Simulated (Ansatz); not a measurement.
Results of revPBE in Ansatz (plane waves, PAW) for rutile CrO2.

Numerical settings: plane-wave cutoff 520 eV, 12×12×18 k mesh (along the axes of the cell as run), Fermi–Dirac smearing 0.05 eV, spin-polarised with parallel moments, scalar-relativistic PAW data made under PBE.

Cell (relaxed at this level):

```
CELL_PARAMETERS angstrom
      4.47478     0.00000     0.00000
      0.00000     4.47478     0.00000
      0.00000     0.00000     2.93657
ATOMIC_POSITIONS crystal
  Cr 0.00000 0.00000 0.00000
  Cr 0.50000 0.50000 0.50000
  O  0.30388 0.30388 0.00000
  O  0.80388 0.19612 0.50000
  O  0.19612 0.80388 0.50000
  O  0.69612 0.69612 0.00000
```
Starting moments (μB, in the order of the record's atoms Cr Cr O O O O): 2.5 2.5 0.0 0.0 0.0 0.0.

Problem. What does this level give for the bulk modulus, magnetic moment (largest site, within a sphere) and pressure derivative B′ of the bulk modulus?

Solution. 
- bulk modulus: 214 GPa
- magnetic moment (largest site, within a sphere): 1.79 μB
- pressure derivative B′ of the bulk modulus: 5.3

The run finds no gap.

Measured, for comparison: bulk modulus 242 ± 2 GPa (temperature not stated, no zero-point or thermal correction, equation of state from high-pressure X-ray diffraction; as tabulated in Datta et al. (2023), arXiv:2307.04584). Computed (rounded) less measured: bulk modulus -12 %.

Note: the bulk modulus comes from volumes at which shape and atoms were relaxed.

Moments are spin moments.

Computed values are for the static lattice.

The result took roughly 15 core-minutes.

Ansatz is a first-principles code.
